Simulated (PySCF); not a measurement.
Boron: a sound run and one with changed settings

Sound run: B [He] 2s2 2p1, B+ [He] 2s2. Calculation: PySCF 2.14, in cc-pVDZ (3s2p1d, 14 functions); the non-relativistic Hamiltonian (point nucleus). The sound run starts from symmetry-adapted Hartree-Fock orbitals and uses a fine grid where one is needed.

Changed run: initial guess 1e, at most 3 SCF cycles. This setting is unsound on purpose.

```
species  method  sound run (hartree)  changed run (hartree)  converged
      B     UHF            -24.52996              -24.52982         no
      B    TPSS            -24.66539              -24.66539         no
      B    MN15            -24.62295              -24.62295         no
     B+     UHF            -24.23456              -24.23456         no
     B+    TPSS            -24.34276              -24.34276         no
     B+    MN15            -24.32165              -24.32165         no
```

The SCF was stopped early; the energies are upper bounds that still move, and correlated levels were skipped or rest on poor orbitals.
